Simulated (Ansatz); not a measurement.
**PN: taking an electron away**

An exercise on one series of results from a longer session: the logs are not shown, and one member is left open.

Method: unrestricted cation, the program's frozen cores in correlated methods; program: Ansatz 0.2.0, Gaussian basis.

Plan: UKS PBE-D4/def2-TZVPP; UKS r2SCAN-D4/def2-TZVPP; UKS PBE0-D4/def2-TZVPP; UKS B3LYP-D4/def2-TZVPP; UKS wB97X-V/def2-TZVPP; UKS wB97M-V/def2-TZVPP; UKS B2PLYP/def2-TZVPP; UHF-CCSD(T)/def2-TZVPP; UHF-CCSD(T)/def2-QZVPP; extrapolation to the limit; then −ε(HOMO) from the neutral's earlier runs with LDA (SPW92), PBE-D4, revPBE-D4, BLYP-D4, r2SCAN-D4, B97M-V, PBE0-D4, B3LYP-D4, r2SCANh-D4, r2SCAN0-D4, HSE06-D4, BHLYP-D4, CAM-B3LYP-D4, LC-ωPBE, ωB97X-V, ωB97M-V.

## The relaxed structure

An earlier PBE0-D4 in a triple-zeta def2 set relaxation fixed the geometry.

2 atoms, charge 0, spin multiplicity 1.

Atoms are counted from 1 here; the program's logs count them from 0.

Bond lengths: N1–P2 1.479 Å.

Set-up of the first run:

Contents of in.yaml:

```yaml
crystal:
  periodic: [false, false, false]
  atoms:
    - {symbol: N, position_ang: [-0.000000, -0.000000, 0.005728]}
    - {symbol: P, position_ang: [0.000000, 0.000000, 1.485138]}
basis:
  gaussian: {orbitals: def2-TZVPP}
total_charge: 1
magnetization: {spin_polarized: true, initial_magnetization: 1}
hamiltonian: {xc: pbe, dispersion: d4}
```

The run is started by

```console
$ ansatz run in.yaml --threads 2 --pin off --events-out ev --progress --plain --max-ram 22528MiB --backend cpu
```

Among the steps run: Cation, UKS PBE-D4/def2-TZVPP; Cation, UKS r2SCAN-D4/def2-TZVPP; Cation, UKS PBE0-D4/def2-TZVPP; Cation, UKS B3LYP-D4/def2-TZVPP; Cation, UKS wB97X-V/def2-TZVPP; Cation, UKS wB97M-V/def2-TZVPP; Cation, UKS B2PLYP (frozen core)/def2-TZVPP; Cation, UHF-CCSD(T)/def2-TZVPP; Cation, UHF-CCSD(T)/def2-QZVPP.

One table of the session follows, with a row left open; its other results are not shown here.

It belongs to the step «Ionisation energies side by side». Orbital estimates, from the neutral's runs:

| functional | −ε(HOMO) (eV) |
| --- | --- |
| LDA (SPW92) | 7.75 |
| PBE-D4 | 7.65 |
| revPBE-D4 | 7.61 |
| BLYP-D4 | 7.53 |
| r2SCAN-D4 | 8.03 |
| B97M-V | 8.15 |
| PBE0-D4 | ? |
| B3LYP-D4 | 8.98 |
| r2SCANh-D4 | 8.62 |
| r2SCAN0-D4 | 9.50 |
| HSE06-D4 | 8.84 |
| BHLYP-D4 | 10.50 |
| CAM-B3LYP-D4 | 10.70 |
| LC-ωPBE | 12.10 |
| ωB97X-V | 11.75 |
| ωB97M-V | 11.60 |

Estimate the missing values for PBE0-D4.

**Answer.** −ε(HOMO) (eV): 9.25. In the column «−ε(HOMO) (eV)» it lies between B3LYP-D4 (8.98) and r2SCAN0-D4 (9.50).
